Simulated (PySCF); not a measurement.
**ClHO₂S, a complex of two parts: interaction energy**

Aim: the interaction energy of `O=S=O` with `Cl`.

Computed with PySCF 2.14.0; each step states its level. No surroundings beyond the atoms listed, unless a continuum is named. Atoms count from 0, parts from 1.

## 1. Starting point

5 atoms, charge 0, multiplicity 1; geometry: GFN2-xTB. Parts: 1 = atoms 0–2, `O=S=O`, charge 0; 2 = atoms 3–4, `Cl`, charge 0.

## 2. Optimising the geometry at PBE0-D3(BJ)/def2-TZVPD

The job: settings as JSON, then the geometry in Å.

```
{"job": {"xc": "PBE0", "basis": "def2-TZVPD", "d3": "d3bj", "grid": 3, "kind": "geom", "shake": 0.01}, "charge": 0, "multiplicity": 1, "parts": [{"atoms": "0-2", "charge": 0, "multiplicity": 1}, {"atoms": "3-4", "charge": 0, "multiplicity": 1}]}
O     -1.369329     0.474374    -0.122324
S     -0.186092    -0.219381    -0.458759
O      0.960333     0.140206     0.286521
Cl    -2.981512     1.610746     2.192298
H     -2.344658     1.207420     1.157812
```

Started as:

```console
> OMP_NUM_THREADS=1 python cluster_run.py task.json out
```

The driver reads the jobs from task.json and runs them one after another.

The log of the run:

```text
step   0  E = -1009.08266914  max force = 0.031861
step   1  E = -1009.08626723  max force = 0.002118
step   2  E = -1009.08640607  max force = 0.000741
step   3  E = -1009.08645433  max force = 0.000797
step   4  E = -1009.08645987  max force = 0.000272
optimisation converged
```

Wall time 53 s (1 thread of Arm Neoverse V1, shared host); peak memory 0.65 GiB.

The steps of the relaxation:

```csv
step,energy from step 0 (eV),largest force component (eV/Å)
0,0.0000,1.6384
1,-0.0979,0.1089
2,-0.1017,0.0381
3,-0.1030,0.0410
4,-0.1032,0.0140
```

Close pairs (by a distance rule), those that changed most:

```csv
bond,before (Å),after (Å),change (Å)
O0–S1,1.412,1.435,+0.023
S1–O2,1.414,1.428,+0.014
Cl3–H4,1.280,1.286,+0.006
```

The final coordinates are the input of the step that follows.

```csv
at the end point,value
point group (found at 0.08 Å tolerance),C1
"rotational constants (GHz, main isotopes)","13.607, 1.201, 1.107"
dipole moment (D),3.36
```

Contacts at the end point (a selection, picked against the atoms' radii; other short pairs can be missing):

```csv
atoms,distance (Å),kind (by distance and angle),angle (°)
H4···O0,2.08,hydrogen bond,172
```

Against the parts relaxed at this level the binding energy is -3.04 kcal/mol, without counterpoise.

## 3. Coupled-cluster interaction energy: CCSD(T) and MP2, 2.08 Å

The job: settings as JSON, then the geometry in Å.

```
{"job": {"kind": "intercc", "basis": "aug-cc-pVDZ", "basis_mid": "aug-cc-pVTZ", "basis_large": "aug-cc-pVQZ"}, "charge": 0, "multiplicity": 1, "parts": [{"atoms": "0-2", "charge": 0, "multiplicity": 1}, {"atoms": "3-4", "charge": 0, "multiplicity": 1}]}
O     -1.371060     0.310906    -0.326280
S     -0.062416    -0.246322    -0.515592
O      0.999324     0.184725     0.336823
Cl    -3.036322     1.669205     2.261484
H     -2.397188     1.246303     1.228882
```

Method: CCSD(T)/aug-cc-pVDZ and MP2/aug-cc-pVTZ, aug-cc-pVQZ counterpoise interaction energy, frozen core, gas phase.

The log of the run:

```text
part 1, own basis, geometry of the cluster
final grid: 34168 points
cycle   1  E = -547.1752630451  dE =  8.214e-01  |g| = 7.522e-01  |ddm| = 2.852e+00
cycle   2  E = -547.2335351629  dE = -5.827e-02  |g| = 5.772e-01  |ddm| = 1.308e+00
cycle   3  E = -547.2908990206  dE = -5.736e-02  |g| = 5.569e-02  |ddm| = 5.564e-01
cycle   4  E = -547.2917521180  dE = -8.531e-04  |g| = 1.571e-02  |ddm| = 8.901e-02
cycle   5  E = -547.2918587090  dE = -1.066e-04  |g| = 4.070e-03  |ddm| = 2.872e-02
cycle   6  E = -547.2918667305  dE = -8.021e-06  |g| = 2.726e-03  |ddm| = 7.694e-03
cycle   7  E = -547.2918691978  dE = -2.467e-06  |g| = 8.715e-04  |ddm| = 3.843e-03
cycle   8  E = -547.2918696751  dE = -4.772e-07  |g| = 1.937e-04  |ddm| = 2.063e-03
cycle   9  E = -547.2918697022  dE = -2.715e-08  |g| = 2.419e-05  |ddm| = 5.968e-04
cycle  10  E = -547.2918697026  dE = -3.984e-10  |g| = 6.201e-06  |ddm| = 7.004e-05
converged SCF energy = -547.2918697026

part 2, own basis, geometry of the cluster
final grid: 17120 points
cycle   1  E = -460.0904779640  dE = -9.753e-02  |g| = 2.118e-01  |ddm| = 1.856e+00
cycle   2  E = -460.1054764298  dE = -1.500e-02  |g| = 8.087e-02  |ddm| = 4.464e-01
cycle   3  E = -460.1071923656  dE = -1.716e-03  |g| = 1.676e-02  |ddm| = 9.347e-02
cycle   4  E = -460.1073800036  dE = -1.876e-04  |g| = 5.218e-03  |ddm| = 2.582e-02
cycle   5  E = -460.1074014280  dE = -2.142e-05  |g| = 9.852e-04  |ddm| = 9.475e-03
cycle   6  E = -460.1074021266  dE = -6.987e-07  |g| = 2.404e-04  |ddm| = 1.831e-03
cycle   7  E = -460.1074021667  dE = -4.009e-08  |g| = 3.084e-05  |ddm| = 6.664e-04
cycle   8  E = -460.1074021672  dE = -5.181e-10  |g| = 5.362e-06  |ddm| = 7.699e-05
converged SCF energy = -460.1074021672

part 1, own basis, relaxed alone
final grid: 34168 points
cycle   1  E = -547.1757376991  dE =  8.244e-01  |g| = 7.512e-01  |ddm| = 2.853e+00
cycle   2  E = -547.2340256221  dE = -5.829e-02  |g| = 5.753e-01  |ddm| = 1.305e+00
cycle   3  E = -547.2909864827  dE = -5.696e-02  |g| = 5.561e-02  |ddm| = 5.547e-01
cycle   4  E = -547.2918365493  dE = -8.501e-04  |g| = 1.549e-02  |ddm| = 8.886e-02
cycle   5  E = -547.2919420549  dE = -1.055e-04  |g| = 3.406e-03  |ddm| = 2.836e-02
cycle   6  E = -547.2919507161  dE = -8.661e-06  |g| = 1.202e-03  |ddm| = 7.506e-03
cycle   7  E = -547.2919519192  dE = -1.203e-06  |g| = 3.290e-04  |ddm| = 3.245e-03
cycle   8  E = -547.2919520004  dE = -8.124e-08  |g| = 4.094e-05  |ddm| = 1.011e-03
cycle   9  E = -547.2919520016  dE = -1.146e-09  |g| = 8.009e-06  |ddm| = 1.294e-04
cycle  10  E = -547.2919520016  dE = -4.536e-11  |g| = 4.141e-06  |ddm| = 2.154e-05
converged SCF energy = -547.2919520016

part 2, own basis, relaxed alone
final grid: 17120 points
cycle   1  E = -460.0907644796  dE = -9.218e-02  |g| = 2.112e-01  |ddm| = 1.860e+00
cycle   2  E = -460.1056295162  dE = -1.487e-02  |g| = 8.027e-02  |ddm| = 4.464e-01
cycle   3  E = -460.1073196072  dE = -1.690e-03  |g| = 1.671e-02  |ddm| = 9.277e-02
cycle   4  E = -460.1075055258  dE = -1.859e-04  |g| = 5.181e-03  |ddm| = 2.582e-02
cycle   5  E = -460.1075265887  dE = -2.106e-05  |g| = 9.734e-04  |ddm| = 9.393e-03
cycle   6  E = -460.1075272670  dE = -6.783e-07  |g| = 2.380e-04  |ddm| = 1.801e-03
cycle   7  E = -460.1075273063  dE = -3.926e-08  |g| = 3.070e-05  |ddm| = 6.599e-04
cycle   8  E = -460.1075273068  dE = -5.179e-10  |g| = 5.332e-06  |ddm| = 7.739e-05
converged SCF energy = -460.1075273068

cluster
final grid: 6040 points
cycle   1  E = -1007.4014713259  dE = -2.443e-03  |g| = 2.377e-02  |ddm| = 3.747e-01
cycle   2  E = -1007.4016725894  dE = -2.013e-04  |g| = 1.386e-02  |ddm| = 5.705e-02
cycle   3  E = -1007.4017192764  dE = -4.669e-05  |g| = 6.612e-03  |ddm| = 1.920e-02
cycle   4  E = -1007.4017358152  dE = -1.654e-05  |g| = 1.462e-03  |ddm| = 1.168e-02
cycle   5  E = -1007.4017373591  dE = -1.544e-06  |g| = 9.613e-04  |ddm| = 3.497e-03
cycle   6  E = -1007.4017378652  dE = -5.061e-07  |g| = 4.377e-04  |ddm| = 1.840e-03
cycle   7  E = -1007.4017380844  dE = -2.192e-07  |g| = 1.880e-04  |ddm| = 1.544e-03
cycle   8  E = -1007.4017381315  dE = -4.707e-08  |g| = 4.241e-05  |ddm| = 9.378e-04
cycle   9  E = -1007.4017381334  dE = -1.917e-09  |g| = 1.233e-05  |ddm| = 1.697e-04
cycle  10  E = -1007.4017381335  dE = -1.282e-10  |g| = 4.907e-06  |ddm| = 3.586e-05
converged SCF energy = -1007.4017381335

part 1 in the basis of the cluster
final grid: 6040 points
cycle   1  E = -547.2920103201  dE = -1.392e-04  |g| = 2.430e-03  |ddm| = 2.870e-01
cycle   2  E = -547.2920122901  dE = -1.970e-06  |g| = 3.396e-04  |ddm| = 3.323e-02
cycle   3  E = -547.2920123424  dE = -5.228e-08  |g| = 7.383e-05  |ddm| = 5.323e-03
cycle   4  E = -547.2920123436  dE = -1.172e-09  |g| = 4.712e-05  |ddm| = 2.691e-04
cycle   5  E = -547.2920123440  dE = -4.914e-10  |g| = 7.612e-06  |ddm| = 1.173e-04
converged SCF energy = -547.2920123440

part 2 in the basis of the cluster
final grid: 6040 points
cycle   1  E = -460.1074330582  dE = -3.089e-05  |g| = 9.209e-04  |ddm| = 1.292e-01
cycle   2  E = -460.1074333579  dE = -2.997e-07  |g| = 1.149e-04  |ddm| = 1.376e-02
cycle   3  E = -460.1074333647  dE = -6.827e-09  |g| = 1.131e-05  |ddm| = 1.911e-03
cycle   4  E = -460.1074333648  dE = -7.151e-11  |g| = 3.134e-06  |ddm| = 8.050e-05
converged SCF energy = -460.1074333648

Interaction energy (kcal/mol)
  counterpoise       -2.807
  uncorrected        -3.344
  dispersion part     0.000
  deformation         0.001
  binding            -2.807

Decomposition of the uncorrected value (kcal/mol)
  electrostatic      -4.381
  Pauli               4.534
  orbital            -1.700
  dispersion          0.000
  correlation        -1.798

Charge of each part in the cluster: 0.014 -0.014
part 1, own basis, geometry of the cluster
final grid: 34168 points
cycle   1  E = -547.1965591295  dE =  8.113e-01  |g| = 7.567e-01  |ddm| = 3.175e+00
cycle   2  E = -547.2544397476  dE = -5.788e-02  |g| = 5.849e-01  |ddm| = 1.551e+00
cycle   3  E = -547.3129520145  dE = -5.851e-02  |g| = 5.665e-02  |ddm| = 7.675e-01
cycle   4  E = -547.3138320128  dE = -8.800e-04  |g| = 1.621e-02  |ddm| = 7.734e-02
cycle   5  E = -547.3139405495  dE = -1.085e-04  |g| = 4.094e-03  |ddm| = 3.559e-02
cycle   6  E = -547.3139486526  dE = -8.103e-06  |g| = 2.708e-03  |ddm| = 8.453e-03
cycle   7  E = -547.3139510210  dE = -2.368e-06  |g| = 9.039e-04  |ddm| = 3.971e-03
cycle   8  E = -547.3139515231  dE = -5.021e-07  |g| = 2.067e-04  |ddm| = 2.330e-03
cycle   9  E = -547.3139515549  dE = -3.180e-08  |g| = 2.732e-05  |ddm| = 7.441e-04
cycle  10  E = -547.3139515554  dE = -4.802e-10  |g| = 6.441e-06  |ddm| = 8.797e-05
converged SCF energy = -547.3139515554

part 2, own basis, geometry of the cluster
final grid: 17120 points
cycle   1  E = -460.0941205988  dE = -9.850e-02  |g| = 2.138e-01  |ddm| = 2.004e+00
cycle   2  E = -460.1091794896  dE = -1.506e-02  |g| = 8.706e-02  |ddm| = 4.028e-01
cycle   3  E = -460.1109401563  dE = -1.761e-03  |g| = 1.750e-02  |ddm| = 1.458e-01
cycle   4  E = -460.1111407109  dE = -2.006e-04  |g| = 5.848e-03  |ddm| = 3.201e-02
cycle   5  E = -460.1111670884  dE = -2.638e-05  |g| = 1.048e-03  |ddm| = 1.417e-02
cycle   6  E = -460.1111678730  dE = -7.846e-07  |g| = 2.621e-04  |ddm| = 2.802e-03
cycle   7  E = -460.1111679186  dE = -4.559e-08  |g| = 3.876e-05  |ddm| = 7.578e-04
cycle   8  E = -460.1111679194  dE = -7.566e-10  |g| = 6.382e-06  |ddm| = 1.383e-04
converged SCF energy = -460.1111679194

part 1, own basis, relaxed alone
final grid: 34168 points
cycle   1  E = -547.1970738323  dE =  8.143e-01  |g| = 7.556e-01  |ddm| = 3.177e+00
cycle   2  E = -547.2549743156  dE = -5.790e-02  |g| = 5.830e-01  |ddm| = 1.547e+00
cycle   3  E = -547.3130770519  dE = -5.810e-02  |g| = 5.657e-02  |ddm| = 7.652e-01
cycle   4  E = -547.3139540486  dE = -8.770e-04  |g| = 1.600e-02  |ddm| = 7.715e-02
cycle   5  E = -547.3140614373  dE = -1.074e-04  |g| = 3.481e-03  |ddm| = 3.531e-02
cycle   6  E = -547.3140701310  dE = -8.694e-06  |g| = 1.233e-03  |ddm| = 8.490e-03
cycle   7  E = -547.3140713649  dE = -1.234e-06  |g| = 3.515e-04  |ddm| = 3.637e-03
cycle   8  E = -547.3140714604  dE = -9.545e-08  |g| = 4.705e-05  |ddm| = 1.253e-03
cycle   9  E = -547.3140714619  dE = -1.475e-09  |g| = 8.474e-06  |ddm| = 1.630e-04
cycle  10  E = -547.3140714619  dE = -4.729e-11  |g| = 3.952e-06  |ddm| = 2.496e-05
converged SCF energy = -547.3140714619

part 2, own basis, relaxed alone
final grid: 17120 points
cycle   1  E = -460.0944202033  dE = -9.317e-02  |g| = 2.131e-01  |ddm| = 2.008e+00
cycle   2  E = -460.1093467838  dE = -1.493e-02  |g| = 8.647e-02  |ddm| = 4.018e-01
cycle   3  E = -460.1110815601  dE = -1.735e-03  |g| = 1.744e-02  |ddm| = 1.439e-01
cycle   4  E = -460.1112804654  dE = -1.989e-04  |g| = 5.810e-03  |ddm| = 3.164e-02
cycle   5  E = -460.1113064487  dE = -2.598e-05  |g| = 1.035e-03  |ddm| = 1.396e-02
cycle   6  E = -460.1113072105  dE = -7.618e-07  |g| = 2.592e-04  |ddm| = 2.773e-03
cycle   7  E = -460.1113072550  dE = -4.454e-08  |g| = 3.849e-05  |ddm| = 7.494e-04
cycle   8  E = -460.1113072558  dE = -7.546e-10  |g| = 6.361e-06  |ddm| = 1.379e-04
converged SCF energy = -460.1113072558

cluster
final grid: 6040 points
cycle   1  E = -1007.4272258886  dE = -2.437e-03  |g| = 2.401e-02  |ddm| = 4.607e-01
cycle   2  E = -1007.4274331936  dE = -2.073e-04  |g| = 1.381e-02  |ddm| = 5.951e-02
cycle   3  E = -1007.4274796212  dE = -4.643e-05  |g| = 6.718e-03  |ddm| = 2.004e-02
cycle   4  E = -1007.4274963122  dE = -1.669e-05  |g| = 1.466e-03  |ddm| = 1.223e-02
cycle   5  E = -1007.4274978755  dE = -1.563e-06  |g| = 9.569e-04  |ddm| = 4.002e-03
cycle   6  E = -1007.4274983625  dE = -4.870e-07  |g| = 4.408e-04  |ddm| = 1.903e-03
cycle   7  E = -1007.4274985782  dE = -2.157e-07  |g| = 1.920e-04  |ddm| = 1.540e-03
cycle   8  E = -1007.4274986264  dE = -4.824e-08  |g| = 4.517e-05  |ddm| = 9.436e-04
cycle   9  E = -1007.4274986286  dE = -2.171e-09  |g| = 1.300e-05  |ddm| = 1.957e-04
cycle  10  E = -1007.4274986287  dE = -1.385e-10  |g| = 5.179e-06  |ddm| = 3.936e-05
converged SCF energy = -1007.4274986287

part 1 in the basis of the cluster
final grid: 6040 points
cycle   1  E = -547.3140224565  dE = -6.927e-05  |g| = 1.581e-03  |ddm| = 3.687e-01
cycle   2  E = -547.3140231056  dE = -6.491e-07  |g| = 1.776e-04  |ddm| = 3.178e-02
cycle   3  E = -547.3140231173  dE = -1.169e-08  |g| = 2.249e-05  |ddm| = 3.924e-03
cycle   4  E = -547.3140231174  dE = -1.138e-10  |g| = 1.671e-05  |ddm| = 2.119e-04
converged SCF energy = -547.3140231174

part 2 in the basis of the cluster
final grid: 6040 points
cycle   1  E = -460.1111781104  dE = -9.545e-06  |g| = 5.473e-04  |ddm| = 1.535e-01
cycle   2  E = -460.1111782478  dE = -1.374e-07  |g| = 7.729e-05  |ddm| = 1.622e-02
cycle   3  E = -460.1111782513  dE = -3.544e-09  |g| = 5.484e-06  |ddm| = 2.386e-03
cycle   4  E = -460.1111782514  dE = -1.808e-11  |g| = 1.017e-06  |ddm| = 7.885e-05
converged SCF energy = -460.1111782514

Interaction energy (kcal/mol)
  counterpoise       -2.918
  uncorrected        -3.226
  dispersion part     0.000
  deformation         0.036
  binding            -2.882

Decomposition of the uncorrected value (kcal/mol)
  electrostatic      -4.311
  Pauli               4.520
  orbital            -1.700
  dispersion          0.000
  correlation        -1.734

Charge of each part in the cluster: 0.014 -0.014
part 1 in the basis of the cluster: E(HF) = -547.206528973  E2 = -0.552174924  E(CCSD corr) = -0.548104563  (T) = -0.024755434
part 2 in the basis of the cluster: E(HF) = -460.092685394  E2 = -0.159611406  E(CCSD corr) = -0.176101680  (T) = -0.004012926
cluster: E(HF) = -1007.301652141  E2 = -0.713575020  E(CCSD corr) = -0.725391178  (T) = -0.029038200

Counterpoise interaction energy (kcal/mol)
  hf_small                  -1.530
  mp2_small                 -2.652
  ccsd_small                -2.273
  ccsdt_small               -2.443
  hf_large                  -1.442
  mp2_large                 -2.918
  hf_middle                 -1.438
  mp2_middle                -2.807
  scs_mp2_large             -2.412
  mp2_limit                 -2.997
  ccsdt_less_mp2             0.209
  ccsdt_limit_estimate      -2.787
  bsse_mp2_large             0.308
```

It took 3.1 min on 1 thread of Arm Neoverse V1, shared host; peak memory 1.6 GiB.

Contacts at this geometry (a selection, picked against the atoms' radii; other short pairs can be missing):

```csv
atoms,distance (Å),kind (by distance and angle),angle (°)
H4···O0,2.08,hydrogen bond,172
```

Differences are taken before rounding.

```csv
method,interaction energy (kcal/mol),"from CCSD(T), limit estimate (kcal/mol)"
HF/aug-cc-pVDZ,-1.53,+1.26
MP2/aug-cc-pVDZ,-2.65,+0.14
CCSD/aug-cc-pVDZ,-2.27,+0.51
CCSD(T)/aug-cc-pVDZ,-2.44,+0.34
HF/aug-cc-pVQZ,-1.44,+1.35
MP2/aug-cc-pVQZ,-2.92,-0.13
SCS-MP2/aug-cc-pVQZ,-2.41,+0.38
"MP2, extrapolated",-3.00,-0.21
"CCSD(T), limit estimate",-2.79,0
```

## 4. Coupled-cluster interaction energy: CCSD(T) and MP2, 2.19 Å

Same as in step 3 but for these lines:

```diff
@@ -4,3 +4,3 @@
 O      0.999324     0.184725     0.336823
-Cl    -3.036322     1.669205     2.261484
-H     -2.397188     1.246303     1.228882
+Cl    -3.087628     1.715975     2.339242
+H     -2.448494     1.293073     1.306640
```

Level: CCSD(T)/aug-cc-pVDZ and MP2/aug-cc-pVTZ, aug-cc-pVQZ counterpoise interaction energy, frozen core, gas phase.

The log of the run:

```text
part 1, own basis, geometry of the cluster: E = -547.2918697026 (as before)

part 2, own basis, geometry of the cluster: E = -460.1074021672 (as before)

part 1, own basis, relaxed alone: E = -547.2919520016 (as before)

part 2, own basis, relaxed alone: E = -460.1075273068 (as before)

cluster
final grid: 6040 points
cycle   1  E = -1007.4019105098  dE = -1.784e-03  |g| = 2.102e-02  |ddm| = 3.409e-01
cycle   2  E = -1007.4020544761  dE = -1.440e-04  |g| = 1.290e-02  |ddm| = 5.076e-02
cycle   3  E = -1007.4020927069  dE = -3.823e-05  |g| = 5.495e-03  |ddm| = 1.709e-02
cycle   4  E = -1007.4021046855  dE = -1.198e-05  |g| = 1.298e-03  |ddm| = 9.973e-03
cycle   5  E = -1007.4021058706  dE = -1.185e-06  |g| = 8.421e-04  |ddm| = 3.041e-03
cycle   6  E = -1007.4021062679  dE = -3.973e-07  |g| = 3.869e-04  |ddm| = 1.629e-03
cycle   7  E = -1007.4021064424  dE = -1.745e-07  |g| = 1.628e-04  |ddm| = 1.397e-03
cycle   8  E = -1007.4021064775  dE = -3.511e-08  |g| = 3.707e-05  |ddm| = 8.088e-04
cycle   9  E = -1007.4021064790  dE = -1.455e-09  |g| = 1.072e-05  |ddm| = 1.481e-04
cycle  10  E = -1007.4021064791  dE = -9.959e-11  |g| = 4.305e-06  |ddm| = 3.119e-05
converged SCF energy = -1007.4021064791

part 1 in the basis of the cluster
final grid: 6040 points
cycle   1  E = -547.2920015317  dE = -1.306e-04  |g| = 2.360e-03  |ddm| = 2.680e-01
cycle   2  E = -547.2920033774  dE = -1.846e-06  |g| = 3.285e-04  |ddm| = 3.037e-02
cycle   3  E = -547.2920034263  dE = -4.889e-08  |g| = 6.916e-05  |ddm| = 4.827e-03
cycle   4  E = -547.2920034273  dE = -1.043e-09  |g| = 4.544e-05  |ddm| = 2.523e-04
cycle   5  E = -547.2920034278  dE = -4.618e-10  |g| = 7.396e-06  |ddm| = 1.073e-04
converged SCF energy = -547.2920034278

part 2 in the basis of the cluster
final grid: 6040 points
cycle   1  E = -460.1074294906  dE = -2.732e-05  |g| = 8.666e-04  |ddm| = 1.290e-01
cycle   2  E = -460.1074297658  dE = -2.751e-07  |g| = 1.090e-04  |ddm| = 1.398e-02
cycle   3  E = -460.1074297720  dE = -6.214e-09  |g| = 1.010e-05  |ddm| = 1.919e-03
cycle   4  E = -460.1074297721  dE = -5.957e-11  |g| = 2.669e-06  |ddm| = 7.234e-05
converged SCF energy = -460.1074297721

Interaction energy (kcal/mol)
  counterpoise       -2.782
  uncorrected        -3.256
  dispersion part     0.000
  deformation         0.001
  binding            -2.782

Decomposition of the uncorrected value (kcal/mol)
  electrostatic      -3.633
  Pauli               3.098
  orbital            -1.242
  dispersion          0.000
  correlation        -1.478

Charge of each part in the cluster: 0.011 -0.011
part 1, own basis, geometry of the cluster: E = -547.3139515554 (as before)

part 2, own basis, geometry of the cluster: E = -460.1111679194 (as before)

part 1, own basis, relaxed alone: E = -547.3140714619 (as before)

part 2, own basis, relaxed alone: E = -460.1113072558 (as before)

cluster
final grid: 6040 points
cycle   1  E = -1007.4276622023  dE = -1.755e-03  |g| = 2.118e-02  |ddm| = 4.075e-01
cycle   2  E = -1007.4278104705  dE = -1.483e-04  |g| = 1.282e-02  |ddm| = 5.328e-02
cycle   3  E = -1007.4278482877  dE = -3.782e-05  |g| = 5.587e-03  |ddm| = 1.767e-02
cycle   4  E = -1007.4278604036  dE = -1.212e-05  |g| = 1.298e-03  |ddm| = 1.048e-02
cycle   5  E = -1007.4278615975  dE = -1.194e-06  |g| = 8.378e-04  |ddm| = 3.464e-03
cycle   6  E = -1007.4278619776  dE = -3.800e-07  |g| = 3.899e-04  |ddm| = 1.672e-03
cycle   7  E = -1007.4278621500  dE = -1.725e-07  |g| = 1.660e-04  |ddm| = 1.400e-03
cycle   8  E = -1007.4278621859  dE = -3.591e-08  |g| = 3.953e-05  |ddm| = 8.144e-04
cycle   9  E = -1007.4278621876  dE = -1.653e-09  |g| = 1.121e-05  |ddm| = 1.715e-04
cycle  10  E = -1007.4278621877  dE = -1.023e-10  |g| = 4.516e-06  |ddm| = 3.418e-05
converged SCF energy = -1007.4278621877

part 1 in the basis of the cluster
final grid: 6040 points
cycle   1  E = -547.3140149684  dE = -6.198e-05  |g| = 1.481e-03  |ddm| = 3.306e-01
cycle   2  E = -547.3140155588  dE = -5.904e-07  |g| = 1.667e-04  |ddm| = 2.943e-02
cycle   3  E = -547.3140155696  dE = -1.080e-08  |g| = 2.047e-05  |ddm| = 3.752e-03
cycle   4  E = -547.3140155697  dE = -1.048e-10  |g| = 1.592e-05  |ddm| = 2.063e-04
converged SCF energy = -547.3140155697

part 2 in the basis of the cluster
final grid: 6040 points
cycle   1  E = -460.1111771850  dE = -8.713e-06  |g| = 5.231e-04  |ddm| = 1.434e-01
cycle   2  E = -460.1111773140  dE = -1.291e-07  |g| = 7.464e-05  |ddm| = 1.527e-02
cycle   3  E = -460.1111773174  dE = -3.360e-09  |g| = 5.159e-06  |ddm| = 2.258e-03
cycle   4  E = -460.1111773174  dE = -1.927e-11  |g| = 8.924e-07  |ddm| = 7.240e-05
converged SCF energy = -460.1111773174

Interaction energy (kcal/mol)
  counterpoise       -2.865
  uncorrected        -3.132
  dispersion part     0.000
  deformation         0.036
  binding            -2.829

Decomposition of the uncorrected value (kcal/mol)
  electrostatic      -3.572
  Pauli               3.079
  orbital            -1.227
  dispersion          0.000
  correlation        -1.412

Charge of each part in the cluster: 0.011 -0.011
part 1 in the basis of the cluster: E(HF) = -547.206488564  E2 = -0.552103226  E(CCSD corr) = -0.548032285  (T) = -0.024740765
part 2 in the basis of the cluster: E(HF) = -460.092677460  E2 = -0.159572346  E(CCSD corr) = -0.176062733  (T) = -0.004008605
cluster: E(HF) = -1007.301983871  E2 = -0.713131422  E(CCSD corr) = -0.725083090  (T) = -0.028971380

Counterpoise interaction energy (kcal/mol)
  hf_small                  -1.768
  mp2_small                 -2.682
  ccsd_small                -2.388
  ccsdt_small               -2.528
  hf_large                  -1.675
  mp2_large                 -2.865
  hf_middle                 -1.677
  mp2_middle                -2.782
  scs_mp2_large             -2.449
  mp2_limit                 -2.927
  ccsdt_less_mp2             0.154
  ccsdt_limit_estimate      -2.773
  bsse_mp2_large             0.267
```

Wall time 3 min (1 thread of Arm Neoverse V1, shared host); peak memory 1.7 GiB.

Contacts at this geometry (a selection, picked against the atoms' radii; other short pairs can be missing):

```csv
atoms,distance (Å),kind (by distance and angle),angle (°)
H4···O0,2.19,hydrogen bond,172
```

Differences are taken before rounding.

```csv
method,interaction energy (kcal/mol),"from CCSD(T), limit estimate (kcal/mol)"
HF/aug-cc-pVDZ,-1.77,+1.00
MP2/aug-cc-pVDZ,-2.68,+0.09
CCSD/aug-cc-pVDZ,-2.39,+0.38
CCSD(T)/aug-cc-pVDZ,-2.53,+0.25
HF/aug-cc-pVQZ,-1.68,+1.10
MP2/aug-cc-pVQZ,-2.87,-0.09
SCS-MP2/aug-cc-pVQZ,-2.45,+0.32
"MP2, extrapolated",-2.93,-0.15
"CCSD(T), limit estimate",-2.77,0
```

[end of part 1 of 3]
